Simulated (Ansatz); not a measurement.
What a trial cell of W2Cl relaxes into

These are results of Ansatz, DFT PBE, scalar-relativistic, plane waves, PAW, not measurements. Cutoff 420 eV, Γ-centred k mesh, Gaussian smearing, no spin polarisation in the final step.

The start puts W2Cl on the cubic Laves (C15) structure type (Fd-3m, No. 227), with Cl in place of Mg, W in place of Cu, at a guessed volume.

```
CELL_PARAMETERS angstrom
0.00000 3.88045 3.88045
3.88045 0.00000 3.88045
3.88045 3.88045 0.00000
ATOMIC_POSITIONS crystal
W 0.62500 0.62500 0.62500
W 0.12500 0.62500 0.62500
W 0.62500 0.62500 0.12500
W 0.62500 0.12500 0.62500
Cl 0.00000 0.00000 0.00000
Cl 0.25000 0.25000 0.25000
```

Cell and atoms relax at zero pressure; the relaxation can't lower the symmetry of the start. After a coarse first stage the cell is made exact in the group found at 0.06 Å.

The zero of energy is the elements' standard structures at the same level (Cl₂ as a molecule); no fitted shifts are applied.

(1) Which crystal results?

(2) What are its volume, energy, density and gap?

Answers

(1) It keeps Fd-3m (No. 227). The result has the cubic Laves (C15) structure. Conventional cell: a = 7.665 Å. W has 6 W at 2.71 Å and 6 Cl at 3.18 Å; around Cl lie 12 W at 3.18 Å and 4 Cl at 3.32 Å.

```
W Cl
1.0
     0.00000    3.83256    3.83256
     3.83256    0.00000    3.83256
     3.83256    3.83256    0.00000
W Cl
4 2
Direct
  0.62500 0.62500 0.62500
  0.12500 0.62500 0.62500
  0.62500 0.62500 0.12500
  0.62500 0.12500 0.62500
  0.00000 0.00000 0.00000
  0.25000 0.25000 0.25000
```

(2) The volume per atom is 18.76 Å³. The density is 11.89 g/cm³ and the energy over the elements is 1.60 eV/atom. The gap on the 8×8×8 mesh is 0 eV (a metal).

The final run used a 8×8×8 mesh on its 6-atom cell and 0.10 eV smearing. For metals, differences of a few meV/atom aren't resolved. Spin–orbit coupling is left out. A structure relaxed within its symmetry needn't be a true minimum.

Cost: 3 runs of about 0.27 core-minutes in all, on AMD EPYC 9R45 (Zen 5) (shared hosts).